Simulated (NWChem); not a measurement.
Molecule: formaldehyde (CH2O); SMILES C=O

Computed with NWChem. Pople sets run with spherical d functions. Coordinates come from a B3LYP/6-31G* (spherical d) optimisation. Level PBE0/6-31G*: single points from the atomic guess with DIIS by default; each run changes one setting, and all converged runs end within 0.3 mHa of each other.

Q: Which setting needs the most SCF iterations, or fails (no level shifting; defaults; occupation smearing of 0.005 Ha; no DIIS, 40 % damping; level shift of 0.5 Ha throughout)?

A: no DIIS, 40 % damping, with 49 against 7 for the defaults.
```csv
setting,SCF iterations
defaults,7
no level shifting,7
level shift of 0.5 Ha throughout,14
occupation smearing of 0.005 Ha,7
"no DIIS, 40 % damping",49
```
